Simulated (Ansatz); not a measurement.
We consider α-N2, described by r²SCAN+rVV10 in Ansatz (PAW).

Run with plane-wave cutoff 500 eV, 4×4×4 k mesh, gaussian smearing 0.02 eV, scalar-relativistic PAW data made under PBE.

Computed at the level's own relaxed cell.

Question: Predict the volume per atom and lattice parameter a.

Answer: 
- volume per atom = 20.54 Å³/atom
- lattice parameter a = 5.477 Å

Measured, for comparison: equilibrium volume per atom 22.47 Å³/atom (4 K, zero-point motion not removed; as tabulated in Wyckoff, Crystal Structures 1 (1963), as in the American Mineralogist Crystal …); lattice constant a 5.644 Å (4 K, zero-point motion not removed, our sources range from 5.644 to 5.667; as tabulated in Wyckoff, Crystal Structures 1 (1963), as in the American Mineralogist Crystal …). Computed (rounded) less measured: equilibrium volume per atom -8.6 %, lattice constant a -3.0 % (-3.0 % to -3.4 % over the range).

Computed values are for the static lattice.

Ansatz is a quantum-chemistry and plane-wave program.
